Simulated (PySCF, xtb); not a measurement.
H₃N, SMILES N (connectivity only; charge and spin as stated), charge +1, multiplicity 2.

Harmonic wavenumbers (cm⁻¹) from GFN2-xTB run with xtb at its own minimum, in rising order: 750, 1199, 1199, 3186, 3235, 3235.

Q: What does PBE-D3(BJ)/def2-TZVPD run with PySCF give at its own minimum? (Estimate from the structure and the level; the computed values follow.)

A: 850, 1483, 1483, 3269, 3440, 3440. Paired by order, the mean absolute difference is 194 cm⁻¹ and the zero-point energies are 18.3 and 20.0 kcal/mol.
